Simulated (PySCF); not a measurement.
**Exact simulation of a proton spin system**

Molecule: `InChI=1S/C3H4/c1-2-3-1/h1-2H,3H2`.

Bonds (- single, = double, # triple, : aromatic): C1=C2 1.297 Å, C2-C3 1.500 Å, C3-C1 1.500 Å. C1 carries H4; C2 carries H5; C3 carries H6, H7.

PySCF calculation with GFN2-xTB geometry, couplings computed with B3LYP/pcJ-1 and σ from GIAO-PBE0/pcSseg-1; no solvent model, no relativistic terms, rapidly exchanging positions averaged, one computed conformer.

δ = σ(ref) − σ, references computed at the same level: ¹H vs TMS.

Shifts (ppm): H4/H5 7.32, H6/H7 1.03.
Couplings (Hz): H4–H5: 1.3; H4–H6, H4–H7, H5–H6, H5–H7: -2.1; H6–H7: 8.3.

The 4-spin Hamiltonian (Zeeman plus full scalar coupling among like nuclei) was diagonalised exactly; lines are Lorentzian, 0.5 Hz wide, and the maxima above 3 % are listed with the tallest set to 100.

Task: Give the ¹H peak list of this spin system at 60 MHz.

Result: 
δ in ppm (height): 7.355 (50), 7.320 (100), 7.285 (51), 1.065 (51), 1.030 (100), 0.995 (50)

Task: And at 600 MHz?

Result: 
Hz from δ = 0 (height): 4394.1 (51), 4392.0 (100), 4389.9 (51), 620.1 (51), 618.0 (100), 615.9 (51)

Task: Among coupled protons with different shifts, which pair is furthest from first order, and how does the field change that?

Result: H4 and H6: Δν/J is about 179.7 at 60 MHz (close to first order) and 1797.1 at 600 MHz (close to first order). J in Hz doesn't depend on the field, while Δν in Hz grows in proportion to it.

Unscaled 3J(H,H) at this level run about 10 % above measured values.
